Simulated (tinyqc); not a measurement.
Orbital energy against energy difference: ionisation energy by orbital energies and by energy differences in the 6-31g basis, for LiH, spin multiplicity 1. Computed by the program tinyqc with PySCF. The cation is unrestricted; errors are against CCSD(T) in this basis, not against experiment.

Geometry (angstrom):

| atom | x | y | z |
|---|---|---|---|
| Li | 0.0000 | 0.0000 | 0.0000 |
| H | 0.0000 | 0.0000 | 1.5290 |

CCSD(T) difference in the same basis = 7.6723 eV

IP-EOM-CCSD = 7.6722 eV

First vertical ionisation energy (eV):

| method | -e(HOMO) | E(cation) - E | error of -e(HOMO) | error of the difference |
|---|---|---|---|---|
| HF | 8.2807 | 7.169903 | 0.6084 | -0.5024 |
| PBE | 4.4749 | 8.214656 | -3.1974 | 0.5424 |
| B3LYP | 5.4184 | 8.454357 | -2.2539 | 0.7821 |
| PBE0 | 5.5564 | 8.172275 | -2.1159 | 0.5000 |
| CAM-B3LYP | 6.9653 | 8.435191 | -0.7070 | 0.7629 |
| LC-wPBE | 8.2834 | 8.248987 | 0.6111 | 0.5767 |

Estimate the missing row, method = LDA.

Computed row:
```
method  -e(HOMO)  E(cation) - E  error of -e(HOMO)  error of the difference
LDA       4.4787       8.373851            -3.1936                   0.7016
```

Koopmans errs by +0.61 eV and Delta-HF by -0.50 eV: relaxation, 1.11 eV, lowers the value and the missing correlation difference works against it. The PBE level is off by -3.2 eV through the wrong tail of its potential, though its energy difference is off by +0.54 eV; exact exchange deepens the level, and among the orbital energies HF comes closest; among the differences PBE0 does.
